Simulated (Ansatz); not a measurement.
Working through a rigid torsion scan of C4H5Cl, SMILES C=C1CC1Cl

Program: the Ansatz DFT code, driven from Python.

Run as a notebook:

In [1]:
```python
import ansatz as az
from ase import Atoms
```

In [2]:
```python
atoms = Atoms(['C', 'C', 'C', 'C', 'Cl', 'H', 'H', 'H', 'H', 'H'], positions=[
    (1.5798, 0.2031, 0.3641),
    (0.3224, 0.0103, 0.0324),
    (-0.7115, -0.9346, -0.1246),
    (-0.8837, 0.5924, -0.4004),
    (-1.7904, 1.5549, 0.7252),
    (2.0142, 1.1969, 0.348),
    (2.2101, -0.624, 0.6712),
    (-0.6488, -1.5982, -0.975),
    (-1.1402, -1.3487, 0.7772),
    (-0.952, 0.9481, -1.4181),
])
```

In [3]:
```python
# start the scan from a relaxed geometry
first = az.Crystal.molecule_from_ase(atoms).calculation()
first = first.basis(gaussian='6-31G*').functional('hf')
first = first.relax(force_tolerance=0.02, max_steps=80)
atoms.positions = first.run(threads=1).report['positions_ang']
```

In [4]:
```python
start = atoms.get_dihedral(2, 1, 0, 5)
energies = {}
for turn in range(0, 360, 30):
    turned = atoms.copy()
    turned.set_dihedral(2, 1, 0, 5, start + turn, indices=[0, 5, 6])
    setup = (
        az.Crystal.molecule_from_ase(turned).calculation()
        .basis(gaussian='6-31G*')
        .functional('hf')
    )
    energies[round((start + turn) % 360)] = setup.run(threads=1).report['free_energy_ev']
floor = min(energies.values())
print('dihedral C2-C1-C0-H5 (deg)   E - E(min) (kcal/mol)')
for angle, e in sorted(energies.items()):
    print(f'{angle:8d} {23.060548 * (e - floor):14.3f}  ' + '#' * int(30 * (e - floor) / max(max(energies.values()) - floor, 1e-9)))
```
```text
dihedral C2-C1-C0-H5 (deg)   E - E(min) (kcal/mol)
       3          0.007
      33         11.782  ###
      63         46.752  #############
      93        103.081  ##############################
     123         46.947  #############
     153         11.893  ###
     183          0.000
     213         11.775  ###
     243         46.746  #############
     273        103.078  #############################
     303         46.953  #############
     333         11.900  ###
```

The scan is rigid and the energies are electronic, in a modest basis. With rigid groups the curve can differ much from the relaxed path, the start wasn't checked as a minimum of this torsion, and equivalent turns needn't return to the same energy. The whole script took 37 s on 1 thread of Arm Neoverse V1, with other jobs on the host, peak memory 0.24 GiB.
